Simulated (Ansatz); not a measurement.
# HSE06/def2-SVPD run of CH5NSi (SMILES C[Si]N)

Aim: the energy change on altering one bond length of CH5NSi at HSE06/def2-SVPD, from 2 runs. 

The calculation is run with Ansatz 0.2.0.

60 further runs of the same task are left out: 60 set aside as unsound or not needed.

## 1. The system as given

CH5NSi: 8 atoms, total charge 0, spin state singlet. As SMILES, `C[Si]N`. The shape is that of a PBE0-D4/def2-TZVP optimisation. This is one conformer, not always the lowest.

Bond lengths: C1–Si2 1.904 Å, Si2–N3 1.709 Å, C1–H4 1.094 Å, C1–H5 1.094 Å, C1–H6 1.098 Å, N3–H7 1.008 Å, N3–H8 1.010 Å. Angles: C1–Si2–N3 98.7°, Si2–C1–H4 115.0°, Si2–C1–H5 110.7°, Si2–C1–H6 107.9°, Si2–N3–H7 121.7°, Si2–N3–H8 126.1°, H4–C1–H5 108.8°, H4–C1–H6 108.0°, H5–C1–H6 106.1°, H7–N3–H8 112.1°.

## 2. A single-point energy at HSE06/def2-SVPD

input.yaml

```yaml
crystal:
  periodic: [false, false, false]
  atoms:
    - symbol: C
      position_ang: [-0.660000, 0.824700, -0.552100]
    - symbol: Si
      position_ang: [0.963800, 0.653800, 0.427700]
    - symbol: N
      position_ang: [0.932200, -1.034400, 0.690700]
    - symbol: H
      position_ang: [-1.026400, -0.101800, -1.004300]
    - symbol: H
      position_ang: [-0.562500, 1.583400, -1.334100]
    - symbol: H
      position_ang: [-1.431400, 1.195000, 0.135900]
    - symbol: H
      position_ang: [1.651200, -1.501900, 1.220100]
    - symbol: H
      position_ang: [0.225200, -1.675700, 0.360300]
basis:
  gaussian:
    orbitals: def2-SVPD
hamiltonian:
  xc: {name: HSE06}
accuracy: high
output: {orbitals: {seedname: orbitals}}
```

Run with:

```sh
$ ansatz run input.yaml --threads 1 --pin off --max-ram 3480MiB --events-out events.jsonl --progress --plain --runs-dir runs
```

What it wrote:

```text
Warning: RAYON_NUM_THREADS=1 ignored (pool sized by the plan → 1); use --threads N
Functional definition: HSE06
  name "HSE06"
  parameter a = 0.25
  parameter omega = 0.11/bohr
  exchange = pbe_x - a*pbe_x_sr(omega) + a*exact_x_sr(omega)
  correlation = pbe_c
2100 factors; integrals over basis functions are off by at most 3.5e-9 eV
128 factors; integrals over basis functions are off by at most 9.1e-10 eV
mean field evaluation 1: about -10465.5054 eV, gradient 6.6e1 eV
mean field evaluation 2: about -10446.5033 eV, gradient 1.0e2 eV
mean field evaluation 4: about -10474.9621 eV, gradient 7.1e0 eV
mean field evaluation 8: about -10475.0856 eV, gradient 4.1e-2 eV
mean field evaluation 16: about -10475.0856 eV, gradient 1.0e-6 eV
mean field -10475.08564627 eV, -384.9522972324 hartree, gradient 1.1e-8 eV, S^2 0.000000; 0 other end points of the search recorded, 0 dependent functions left out
reference -10475.08565019 eV, -384.9522973765 hartree; 16, 16 occupied and 88, 88 virtual orbitals, 2100 factors
Total energy: -10475.08565019 eV, -384.9522973765 hartree
```

Run time: 6 s. Hardware: 1 thread of AMD EPYC 7R43 (Zen 3), shared host; peak memory 0.36 GiB.

## 3. The distorted shape, same level

molecule.yaml

```yaml
crystal:
  periodic: [false, false, false]
  atoms:
    - symbol: C
      position_ang: [-0.689251, 0.597085, -0.317495]
    - symbol: Si
      position_ang: [0.934549, 0.426185, 0.662305]
    - symbol: "N"
      position_ang: [0.902949, -1.262015, 0.925305]
    - symbol: H
      position_ang: [-1.055651, -0.329415, -0.769695]
    - symbol: H
      position_ang: [-0.562500, 1.583400, -1.334100]
    - symbol: H
      position_ang: [-1.460651, 0.967385, 0.370505]
    - symbol: H
      position_ang: [1.621949, -1.729515, 1.454705]
    - symbol: H
      position_ang: [0.195949, -1.903315, 0.594905]
basis:
  gaussian:
    orbitals: def2-SVPD
hamiltonian:
  xc: hse06
output: {orbitals: {seedname: orbitals}}
accuracy: high
```

Run with:

```sh
$ ansatz run molecule.yaml --threads 1 --pin off --max-ram 3480MiB --events-out events.jsonl --progress --plain --runs-dir runs
```

What it wrote, shortened:

```text
Warning: RAYON_NUM_THREADS=1 ignored (pool sized by the plan → 1); use --threads N
[... 6 set-up lines as earlier in the session ...]
2119 factors; integrals over basis functions are off by at most 3.9e-9 eV
131 factors; integrals over basis functions are off by at most 9.8e-10 eV
mean field evaluation 1: about -10464.7062 eV, gradient 6.5e1 eV
mean field evaluation 2: about -10443.0723 eV, gradient 1.1e2 eV
mean field evaluation 4: about -10473.9111 eV, gradient 8.7e0 eV
mean field evaluation 8: about -10474.1060 eV, gradient 2.5e-1 eV
mean field evaluation 16: about -10474.1061 eV, gradient 4.7e-6 eV
mean field -10474.10613551 eV, -384.9163008759 hartree, gradient 2.3e-8 eV, S^2 0.000000; 0 other end points of the search recorded, 0 dependent functions left out
reference -10474.10613949 eV, -384.9163010223 hartree; 16, 16 occupied and 88, 88 virtual orbitals, 2119 factors
Total energy: -10474.10613949 eV, -384.9163010223 hartree
```

Wall time 6 s (1 thread of AMD EPYC 7R43 (Zen 3), shared host); peak memory 0.36 GiB.

## 4. Outcome

At HSE06/def2-SVPD:

| quantity | value |
| --- | --- |
| first shape: total energy | -384.95230 Eh |
| first shape: HOMO energy | -5.65 eV |
| first shape: LUMO energy | -1.48 eV |
| first shape: HOMO–LUMO gap | 4.17 eV |
| distorted shape: total energy | -384.91630 Eh |
| distorted shape: HOMO energy | -5.69 eV |
| distorted shape: LUMO energy | -1.52 eV |
| distorted shape: HOMO–LUMO gap | 4.17 eV |
| energy change with the C1–H5 bond stretched from 1.094 to 1.422 Å | 0.980 eV |

In words: With the C1–H5 bond stretched from 1.094 to 1.422 Å the energy rises by 0.98 eV (22.6 kcal/mol). The first shape isn't relaxed at this level, so the change isn't measured from a minimum.
